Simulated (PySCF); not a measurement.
ethane (C₂H₆), SMILES CC. Atoms are numbered in the order given.

```xyz
8

C      0.0000     0.0000    -0.7634
C      0.0000     0.0000     0.7634
H     -0.8824    -0.5094    -1.1597
H      0.8824    -0.5094    -1.1597
H      0.0000     1.0189    -1.1597
H     -0.8824     0.5094     1.1597
H      0.8824     0.5094     1.1597
H      0.0000    -1.0189     1.1597
```
Charge 0, spin multiplicity 1.

Coordinates come from a ωB97X-D3(BJ)/def2-TZVP optimisation.

Two levels are set side by side: PBE/pcSseg-2 (PySCF) and PBE0/pcSseg-2 (PySCF). GIAO shifts against TMS (¹H), TMS (¹³C) at the same level; non-relativistic, no solvent, atoms listed together averaged. Differences are taken from unrounded values.

```json
[
 {"quantity": "δ(¹³C) of C1, C2 (ppm)", "PBE0": "9.7", "PBE": "9.7", "PBE minus PBE0": "0.0"},
 {"quantity": "δ(¹H) of H3, H4, H5, H6, H7, H8 (ppm)", "PBE0": "0.95", "PBE": "0.96", "PBE minus PBE0": "0.01"}
]
```

Here PBE gives about what the other level gives.

Rough cost on one machine, each run with all the roots and properties that it gave: PBE0 against PBE within a factor of 2.
